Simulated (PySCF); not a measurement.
# Static response to an electric field

Compound: dinitrogen, N2.
SMILES with atom numbers: `[N:1]#[N:2]`

Cartesian coordinates in Å at the GFN2-xTB level; atoms count from 1:
```
atom  x, y, z in Å
N1     0.5505   -0.0021   -0.0038
N2    -0.5477    0.0034   -0.0104
```

Level: CAM-B3LYP/def2-SVPD (PySCF), static field, nuclei fixed, core orbitals frozen in the response. The polarisability tensor in these axes (au):

```
x   14.59 -0.03  0.03
y   -0.03  9.15  0.00
z    0.03  0.00  9.15
```

Q: Give the principal values, the mean and the anisotropy Δα = √{½[(α1 − α2)² + (α2 − α3)² + (α1 − α3)²]}.

A: Principal values 9.15, 9.15 and 14.59 au; mean 10.97 au = 1.63 Å³ = 1.81 × 10⁻⁴⁰ C²·m²/J; Δα = 5.44 au (50 % of the mean).

Q: What is the dipole moment?

A: 0.00 D; point group D∞h allows none.

Q: Give the eigenvalues of the traceless quadrupole moment Θ = ½Σq(3rr − r²1), origin at the centre of nuclear charge.

A: -1.68, 0.84, 0.84 D·Å. With no charge and no dipole, the values don't depend on the origin. The electronic extent ⟨r²⟩ about the same centre is 39 bohr², a root-mean-square distance of 0.88 Å for the 14 electrons.

Q: Rayleigh depolarisation ratio (linearly polarised light, static tensor)?

A: ρ = 3Δα²/(45ᾱ² + 4Δα²) = 88.7/(5412 + 118.2) = 0.016.

Q: Find the Langevin capture rate constant for H3O+ (19.018 u) meeting this molecule (28.006 u), k = 2.342 × 10⁻⁹ cm³/s × √(α in Å³ / reduced mass in u).

A: The reduced mass is 11.33 u, so k = 0.89 × 10⁻⁹ cm³/s.

Q: What molar refraction does this α imply?

A: Lorentz–Lorenz: R = (4π/3)N_A α = 2.5225 cm³/(mol·Å³) × 1.63 Å³ = 4.1 cm³/mol, in the limit of long wavelengths.

Isolated species at its GFN2-xTB geometry, gas phase.
